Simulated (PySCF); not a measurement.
## Assignment exercise: C5H10

Bonds (- single, = double, # triple, : aromatic): C1=C2 1.325 Å, C2-C3 1.491 Å, C3-C4 1.526 Å, C4-C5 1.518 Å. C1 carries H6, H7; C2 carries H8; C3 carries H9, H10; C4 carries H11, H12; C5 carries H13, H14, H15. H6 is cis to C3; H7 is trans to C3.

PySCF 2.14 calculation with B97-2/pcSseg-2 with gauge-including orbitals and coordinates at the PBE0-D3(BJ)/def2-TZVP level; single conformer, fast rotation and ring inversion assumed for equivalent nuclei, non-relativistic Hamiltonian, in vacuum.

Chemical shifts δ = σref − σ; TMS for 13C, 1H, all at this level.

Task: Assign these signals to the numbered atoms. 13C{1H} NMR (computed): δ 150.9 (CH), 120.8 (CH2), 43.8 (CH2), 29.6 (CH2), 17.7 (CH3).

Result: 
```tsv
δ (ppm)	atoms	environment	reason
150.9	C2	alkene CH	an sp2 carbon of a C=C bond
120.8	C1	terminal =CH2 carbon	an sp2 carbon of a C=C bond
43.8	C3	allylic sp3 CH2	saturated and bonded to C and H only
29.6	C4	sp3 CH2	a saturated carbon with 2 carbon neighbours and no heteroatom attached
17.7	C5	methyl carbon	aliphatic region, no heteroatom directly attached
```

Task: Assign these signals to the numbered atoms. 1H NMR (400 MHz, computed): δ 6.24 (m, 1H), 5.31 (m, 1H), 5.20 (m, 1H), 2.06 (m, 2H), 1.36 (m, 2H), 1.00 (t, 3H).

Result: 
6.24 → H8, hydrogen on an alkene CH: a vinylic proton, deshielded by the sp2 carbon and the C=C anisotropy
5.31 → H6, hydrogen on a terminal =CH2 carbon: olefinic region
5.20 → H7, hydrogen on a terminal =CH2 carbon
2.06 → H9/H10, hydrogen on an allylic sp3 CH2: allylic position
1.36 → H11/H12, hydrogen on an sp3 CH2
1.00 → H13/H14/H15, hydrogen on a methyl carbon: far from electronegative atoms and π systems

H6 and H7 lie closer than the usual error of such a calculation, so a measured spectrum could show them in the other order.

Shifts are as computed. Against solution values, carbons near 30 ppm lie about +3 ppm off and those near 130 ppm about +7 ppm. Of 1211 compounds with measured shifts, 218 miss one by over three times the rms of a fit or turn the order of signals round; such compounds aren't used in these exercises. No couplings were computed; multiplicities are counted from neighbouring protons, with m where these are inequivalent, close in shift, in a saturated or five-membered ring or joined by F or P, and br s for small geminal =CH2 splittings.
